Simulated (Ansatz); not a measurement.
The same path of H$_{3}$NSSi (6 atoms, charge 0, multiplicity 1) was run twice with different band settings. The coordinate that changes most is the dihedral N1–Si2–S3–H6.

All numbers below come from Ansatz, RHF/def2-SVP.

Relaxed end points:

```xyz
6
Properties=species:S:1:pos:R:3
N -0.881 0.236 -0.790
Si 0.153 -0.987 -0.202
S 1.223 0.217 1.257
H -0.922 1.195 -0.500
H -1.547 0.036 -1.512
H 2.017 -0.761 1.700
```

```xyz
6
Properties=species:S:1:pos:R:3
N -0.721 0.180 -0.654
Si 0.076 -1.306 -0.386
S 1.488 -0.769 1.182
H -0.570 1.062 -0.201
H -1.447 0.239 -1.344
H 1.216 0.529 1.357
```

Common settings: movable images 9; climbing image yes; spring 5.0 eV/Å²; start path through a guess of the saddle point; force threshold 0.05 eV/Å; iteration limit 60; end points relaxed.

| run | optimiser | largest step |
| --- | --- | --- |
| 1 | quadratic models (default) | default |
| 2 | fire | 0.5 Å |

(1) What does each run give, and how far can it be trusted?

Answers

(1) Run 1: converged after 22 iterations, highest image 0.363 eV above the first end. A vibrational analysis at the climbing image gives one clearly imaginary mode, 320i cm⁻¹: a first-order saddle point.
Run 2: not converged after 60 iterations, highest image 1.255 eV above the first end. The band didn't meet its force threshold, so its energies are provisional: the largest band force was still 0.27 eV/Å, and over the last iterations the top stayed at 1.26 eV.
